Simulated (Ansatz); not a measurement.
Below is the output of a Python script on the Python package of Ansatz (0.2.0) that makes harmonic frequencies at the relaxed geometry of C₃H₅NS, SMILES CC1=C(N)S1. Write a script that gives it. Level of theory (for the species named): r2SCAN, def2-SVP basis, multiplicity 1, D4 dispersion.

| atom | x (Å) | y (Å) | z (Å) |
| --- | --- | --- | --- |
| C | -1.5215 | -0.6526 | -0.0368 |
| C | -0.3829 | 0.1203 | -0.4086 |
| C | 0.7862 | 0.5667 | -0.1852 |
| N | 1.9355 | 0.6436 | 0.6475 |
| S | 0.2433 | 0.9914 | -1.7341 |
| H | -2.4450 | 0.0653 | -0.0409 |
| H | -1.4439 | -1.0458 | 0.9523 |
| H | -1.7219 | -1.4028 | -0.7633 |
| H | 1.8881 | -0.0887 | 1.3889 |
| H | 2.7452 | 0.7515 | 0.1833 |

```console
$ python freq_c3h5ns.py
pair        before    after (A)
C0-C1        1.4255   1.4615
C0-H5        1.1697   1.1054
C0-H6        1.0672   1.1025
C0-H7        1.0634   1.1037
C1-C2        1.2712   1.2967
C1-S4        1.7053   1.9291
C2-N3        1.4213   1.3561
C2-S4        1.6953   1.8027
N3-H8        1.0432   1.0159
N3-H9        0.9395   1.0151
mode  1      96.6 1/cm    11.98 meV
mode  2     181.7 1/cm    22.53 meV
mode  3     204.7 1/cm    25.38 meV
mode  4     274.8 1/cm    34.07 meV
mode  5     321.2 1/cm    39.82 meV
mode  6     450.0 1/cm    55.79 meV
mode  7     482.1 1/cm    59.77 meV
mode  8     538.1 1/cm    66.72 meV
mode  9     652.3 1/cm    80.88 meV
mode 10     823.5 1/cm   102.10 meV
mode 11    1010.2 1/cm   125.25 meV
mode 12    1031.3 1/cm   127.87 meV
mode 13    1194.0 1/cm   148.04 meV
mode 14    1273.7 1/cm   157.92 meV
mode 15    1377.6 1/cm   170.81 meV
mode 16    1421.2 1/cm   176.20 meV
mode 17    1454.8 1/cm   180.37 meV
mode 18    1598.3 1/cm   198.16 meV
mode 19    2013.9 1/cm   249.69 meV
mode 20    2999.0 1/cm   371.83 meV
mode 21    3075.9 1/cm   381.37 meV
mode 22    3113.3 1/cm   386.00 meV
mode 23    3552.4 1/cm   440.44 meV
mode 24    3667.6 1/cm   454.72 meV
imaginary modes: 0  zero-point energy: 2.0339 eV
H(298 K) - E = 2.2389 eV
S(298 K, 1 bar) = 332.6 J/(mol K) with symmetry number 1
```

One script that gives this output:

`freq_c3h5ns.py`:
```python
"""Vibrations of C3H5NS."""

import itertools
import warnings

import ansatz as az
from ase import Atoms
from ase.data import atomic_numbers, covalent_radii
from ase.thermochemistry import IdealGasThermo
import numpy as np

warnings.simplefilter("ignore", az.DeckWarning)

atoms = Atoms(["C", "C", "C", "N", "S", "H", "H", "H", "H", "H"], positions=[
    [-1.5215, -0.6526, -0.0368],
    [-0.3829, 0.1203, -0.4086],
    [0.7862, 0.5667, -0.1852],
    [1.9355, 0.6436, 0.6475],
    [0.2433, 0.9914, -1.7341],
    [-2.445, 0.0653, -0.0409],
    [-1.4439, -1.0458, 0.9523],
    [-1.7219, -1.4028, -0.7633],
    [1.8881, -0.0887, 1.3889],
    [2.7452, 0.7515, 0.1833],
])
c3h5ns = az.Crystal.molecule_from_ase(atoms)

calc = (
    c3h5ns.calculation()
    .basis(gaussian="def2-SVP")
    .functional("r2scan", dispersion="d4")
)
symbols = [site.symbol for site in c3h5ns.cartesian_sites]
start = np.array([site.position_ang for site in c3h5ns.cartesian_sites], dtype=float)
summary = calc.relax(force_tolerance=0.003).run().report
end = np.array(summary["positions_ang"])

# pairs closer than 1.2 times the sum of covalent radii, before or after
radius = [covalent_radii[atomic_numbers[s]] for s in symbols]
span = lambda where, i, j: np.linalg.norm(where[i] - where[j])
bonded = [(i, j) for i, j in itertools.combinations(range(len(symbols)), 2) if min(span(start, i, j), span(end, i, j)) < 1.2 * (radius[i] + radius[j])]
print("pair        before    after (A)")
for i, j in bonded:
    print(f"{symbols[i]}{i}-{symbols[j]}{j}".ljust(10), f"{span(start, i, j):8.4f} {span(end, i, j):8.4f}")

# same settings at the minimum
minimum = az.Crystal.molecule()
for symbol, place in zip(symbols, end):
    minimum = minimum.atom(symbol, place.tolist())
vibrating = (
    minimum.calculation()
    .basis(gaussian="def2-SVP")  # atom-centred Gaussian functions
    .functional("r2scan", dispersion="d4")
    .phonons(temperatures=(100, 500, 100))
)
vib = vibrating.run().report["vibrations"]
sums = vib["harmonic_sums"]
modes = [m["omega_inv_cm"] for m in sums["modes_at_gamma"] if m["rigid_motion"] == "no"]
for number, w in enumerate(modes, start=1):
    print(f"mode {number:2d} {w:9.1f} 1/cm {w / 8065.544 * 1000:8.2f} meV")
print("imaginary modes:", sum(w < 0 for w in modes), " zero-point energy:", round(sums["zero_point_energy_ev"], 4), "eV")
# rigid rotor and ideal gas, symmetry number taken as one
gas = IdealGasThermo(vib_energies=[w / 8065.544 for w in modes if w > 0], geometry="linear" if len(modes) == 3 * len(symbols) - 5 else "nonlinear",
                     atoms=Atoms(symbols, positions=end), symmetrynumber=1, spin=0.0)
print(f"H(298 K) - E = {gas.get_enthalpy(298.15, verbose=False):.4f} eV")
print(f"S(298 K, 1 bar) = {96485.33 * gas.get_entropy(298.15, 1e5, verbose=False):.1f} J/(mol K) with symmetry number 1")
```

What to keep in mind:
- The frequencies are harmonic and unscaled, in a modest basis. The result belongs to the one conformer reached from this start, and soft torsions count as harmonic oscillators.
- The entropy takes a symmetry number of 1; a symmetric molecule's is lower by R ln(sigma).
- Hardware and time: 4.7 min on 1 thread of Arm Neoverse V2 (shared host), peak memory 0.27 GiB.

(A comment or docstring line of the script was reworded after the run, the code is as it ran; lines on the test bed's own set-up are left out of the output.)
